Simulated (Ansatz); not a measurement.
Two structures of AlH₂ClO, closed shell, reached by relaxing down either side of one saddle point (PBE0-D4/def2-TZVP). Energies are electronic, without zero-point energy. Computed with Ansatz 0.2.0 (basis: def2-TZVPP and def2-QZVPP); correlated methods freeze the cores. Extrapolation: Hartree–Fock as exp(−7.88 √X), correlation as X^−2.97. First:

Al1  (0.444, -0.196, -0.053)
Cl2  (-0.355, -1.554, -1.434)
H3  (1.963, -0.228, 0.317)
O4  (-0.558, 0.947, 0.671)
H5  (-1.494, 1.030, 0.498)
(Å)

Second:

```json
{"atom": "Al1", "x (Å)": "-0.2430", "y (Å)": "0.3149", "z (Å)": "0.2087"}
{"atom": "Cl2", "x (Å)": "1.8802", "y (Å)": "-2.4245", "z (Å)": "-1.6053"}
{"atom": "H3", "x (Å)": "1.1763", "y (Å)": "-1.5154", "z (Å)": "-1.0036"}
{"atom": "O4", "x (Å)": "-1.1396", "y (Å)": "1.4837", "z (Å)": "0.9854"}
{"atom": "H5", "x (Å)": "-1.6740", "y (Å)": "2.1411", "z (Å)": "1.4147"}
```

Question: Which bonds change from the first to the second?

Answer: AlH₂ClO ([OH][AlH][Cl]) → AlHO ([OH][Al]) + HCl; bonds formed: Cl2–H3; bonds broken: Al1–Cl2, Al1–H3.

Question: Give the saddle point's structure and its height above each. (Judge from chemistry; the value comes from the calculation.)

Answer: The calculation gives: 306.5 kJ/mol above the first and 85.3 kJ/mol above the second (CCSD(T) at an estimated basis limit (MP2 extrapolated from triple and quadruple zeta, plus CCSD(T) − MP2 in triple zeta)).
```json
{"atom": "Al1", "x (Å)": "0.6557", "y (Å)": "0.3330", "z (Å)": "0.4697"}
{"atom": "Cl2", "x (Å)": "0.2743", "y (Å)": "-1.5090", "z (Å)": "-1.2391"}
{"atom": "H3", "x (Å)": "1.5205", "y (Å)": "-0.8769", "z (Å)": "-0.3596"}
{"atom": "O4", "x (Å)": "-0.8016", "y (Å)": "1.1249", "z (Å)": "0.7638"}
{"atom": "H5", "x (Å)": "-1.6490", "y (Å)": "0.9279", "z (Å)": "0.3650"}
```

T1 diagnostic: at most 0.018. The restricted Hartree–Fock reference is unstable towards an unrestricted one at one or more of these structures.

Labels in which every atom is bracketed show which atoms are joined, not bond orders.

For scale, one of the runs: CCSD(T)/def2-TZVPP, 143 basis functions, launched by `ansatz run in.yaml --threads 2 --pin off --events-out ev --progress --plain --max-ram 4352MiB`. The run took 8.5 s on 2 CPU threads of an Arm Neoverse V2 (shared host), with 0.77 GiB of host memory at its peak.
